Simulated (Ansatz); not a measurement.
# singlet AlH2O+ at 6 levels

We compute a comparison of 6 runs (BLYP/STO-3G, PBE0/STO-3G, r2SCAN/STO-3G, revPBE/STO-3G, MP2/STO-3G, CCSD(T)/STO-3G) of singlet AlH2O+. 

The results are computed with Ansatz 0.2.0.

51 further runs of the same task are left out: 1 that didn't finish, 50 set aside as unsound or not needed.

**1. The structure to begin with**

AlH2O+: 4 atoms, total charge +1, spin state singlet. As SMILES of the parent species, `[O][AlH2]`. The coordinates come from a PBE0-D4/def2-TZVP relaxation. That shape belongs to the parent species and isn't relaxed for this state.

Bond lengths: O1–Al2 1.727 Å, Al2–H3 1.578 Å, Al2–H4 1.578 Å. Angles: O1–Al2–H3 115.8°, O1–Al2–H4 115.8°, H3–Al2–H4 128.3°.

**2. The energy at BLYP/STO-3G (run 1)**

Contents of molecule.yaml:

```yaml
crystal:
  periodic: [false, false, false]
  atoms:
    - {symbol: O, position_ang: [0.062600, -0.856300, 1.401400]}
    - {symbol: Al, position_ang: [0.011300, 0.029900, -0.080400]}
    - {symbol: H, position_ang: [-1.149600, -0.360800, -1.076000]}
    - {symbol: H, position_ang: [1.131100, 1.126800, -0.265300]}
basis:
  gaussian: {orbitals: STO-3G}
total_charge: 1
hamiltonian: {xc: {name: BLYP}}
accuracy: high
```

Command:

```
$ ansatz run molecule.yaml --threads 1 --pin off --max-ram 2610MiB --events-out events.jsonl --progress --plain --runs-dir runs
```

Standard output:

```text
Warning: RAYON_NUM_THREADS=1 ignored (pool sized by the plan → 1); use --threads N
Functional definition: BLYP
  name "BLYP"
  parameter beta = 0.0042
  parameter a = 0.04918
  parameter b = 0.132
  parameter c = 0.2533
  parameter d = 0.349
  exchange = b88_x(beta = beta)
  correlation = lyp_c(a = a, b = b, c = c, d = d)
267 factors; integrals over basis functions are off by at most 2.5e-8 eV
mean field evaluation 1: about -8525.3944 eV, gradient 5.7e1 eV
mean field evaluation 2: about -8270.3572 eV, gradient 2.0e2 eV
mean field evaluation 4: about -8525.5120 eV, gradient 9.7e1 eV
mean field evaluation 8: about -8525.5238 eV, gradient 9.7e1 eV
mean field evaluation 16: about -8557.0347 eV, gradient 8.4e-9 eV
mean field -8557.03468763 eV, -314.4652246038 hartree, gradient 5.4e-8 eV, S^2 0.000000; 0 other end points of the search recorded, 0 dependent functions left out
reference -8557.03471939 eV, -314.4652257711 hartree; 11, 11 occupied and 5, 5 virtual orbitals, 267 factors
Total energy: -8557.03471939 eV, -314.4652257711 hartree
```

Wall time 0.87 s (1 thread of Arm Neoverse V1, shared host).

**3. The energy at PBE0/STO-3G (run 2)**

Contents of in.yaml:

```yaml
crystal:
  periodic: [false, false, false]
  atoms:
    - {symbol: O, position_ang: [0.062600, -0.856300, 1.401400]}
    - {symbol: Al, position_ang: [0.011300, 0.029900, -0.080400]}
    - {symbol: H, position_ang: [-1.149600, -0.360800, -1.076000]}
    - {symbol: H, position_ang: [1.131100, 1.126800, -0.265300]}
basis:
  gaussian:
    orbitals: STO-3G
total_charge: 1
hamiltonian:
  xc: {name: PBE0}
accuracy: high
```

Command:

```
$ ansatz run in.yaml --threads 1 --pin off --max-ram 2610MiB --events-out events.jsonl --progress --plain --runs-dir runs
```

Standard output:

```text
Warning: RAYON_NUM_THREADS=1 ignored (pool sized by the plan → 1); use --threads N
Functional definition: PBE0
  name "PBE0"
  parameter a = 0.25
  parameter kappa = 0.804
  parameter beta = 0.06672455060314922
  exchange = (1 - a)*pbe_x(kappa = kappa, mu = beta*pi^2/3) + a*exact_x
  correlation = pbe_c(beta = beta)
267 factors; integrals over basis functions are off by at most 2.5e-8 eV
mean field evaluation 1: about -8522.4940 eV, gradient 5.5e1 eV
mean field evaluation 2: about -8301.1558 eV, gradient 1.8e2 eV
mean field evaluation 4: about -8532.3615 eV, gradient 7.6e1 eV
mean field evaluation 8: about -8551.9021 eV, gradient 1.2e1 eV
mean field evaluation 16: about -8552.5719 eV, gradient 2.9e-2 eV
mean field evaluation 32: about -8551.4033 eV, gradient 8.2e0 eV
mean field -8552.57194040 eV, -314.3012216683 hartree, gradient 6.6e-8 eV, S^2 0.000000; 2 other end points of the search recorded, 0 dependent functions left out
reference -8552.57194157 eV, -314.3012217112 hartree; 11, 11 occupied and 5, 5 virtual orbitals, 267 factors
Total energy: -8552.57194157 eV, -314.3012217112 hartree
```

It took 0.95 s on 1 thread of Arm Neoverse V1, shared host.

Runs 3 to 5 aren't shown in full; the table further down has their settings and results.

**4. A single-point energy at CCSD(T)/STO-3G (run 6)**

Contents of in.yaml:

```yaml
crystal:
  periodic: [false, false, false]
  atoms:
    - symbol: O
      position_ang: [0.062600, -0.856300, 1.401400]
    - symbol: Al
      position_ang: [0.011300, 0.029900, -0.080400]
    - symbol: H
      position_ang: [-1.149600, -0.360800, -1.076000]
    - symbol: H
      position_ang: [1.131100, 1.126800, -0.265300]
basis:
  gaussian:
    orbitals: STO-3G
total_charge: 1
correlation:
  method: ccsd_t
  frozen_orbitals: {Al: 5, H: 0, O: 1}
accuracy: high
scf:
  omitted_lower_state_checks: [cluster_reference, increment]
```

Command:

```
$ ansatz run in.yaml --threads 1 --pin off --max-ram 2610MiB --events-out events.jsonl --progress --plain --runs-dir runs
```

Standard output, shortened:

```text
Warning: RAYON_NUM_THREADS=1 ignored (pool sized by the plan → 1); use --threads N
Functional definition: HF
  name "HF"
[...]
267 factors; integrals over basis functions are off by at most 2.5e-8 eV
[...]
mean field -8535.31232541 eV, -313.6669425162 hartree, gradient 3.5e-8 eV, S^2 0.000000; 7 other end points of the search recorded, 0 dependent functions left out; unrestricted orbitals would lower it
6 core orbitals not correlated: weight in the atoms' cores, before any rotation towards them, 0.999 or more for the frozen orbitals, at most 0.001 for the correlated occupied ones
reference -8535.31232541 eV, -313.6669425162 hartree; 5, 5 occupied and 5, 5 virtual orbitals, 267 factors
second order -1.54026455 eV of doubles, -0.00000000 eV of singles
cycle   1  -1.98353959 eV  change   -4.4e-1 eV  update   1.1e-1
[...]
cycle  40  -2.92567299 eV  change  -1.0e-10 eV  update  5.8e-10
perturbative correction -0.23730135 eV, -0.0087206636 hartree
Total energy: -8538.47529974 eV, -313.7831796792 hartree
Checks for a lower state left out: cluster_reference, increment
```

It took 0.18 s on 1 thread of Arm Neoverse V1, shared host.

**5. Overview of the runs**

```
run           level  frozen core orbitals  energy (Eh)  wall time
  1     BLYP/STO-3G                     –  -314.465226     0.87 s
  2     PBE0/STO-3G                     –  -314.301222     0.95 s
  3   r2SCAN/STO-3G                     –  -314.441082      2.4 s
  4   revPBE/STO-3G                     –  -314.438266     0.91 s
  5      MP2/STO-3G                     6  -313.723546     0.16 s
  6  CCSD(T)/STO-3G                     6  -313.783180     0.18 s
```

**6. Outcome**

| quantity | value |
| --- | --- |
| run 6: total energy | -313.78318 Eh |
| run 6: correlation energy (6 core orbitals frozen) | -116.2 mEh |
| run 6: (T) correction | -8.72 mEh |
| run 6: T1 diagnostic | 0.090 |

**Reading.** Totals of different functionals can't be ranked against each other. In run 6 the T1 diagnostic is large, so a single reference may not serve. In runs 5, 6 the log says that unrestricted orbitals would lower the reference, so the values rest on an unstable closed-shell determinant (other closed-shell runs at this shape may share the fault). In runs 1, 2, 3, 4, 5, 6 the basis is minimal, so the values are rough. All runs together took 5.5 s, the longest 2.4 s.
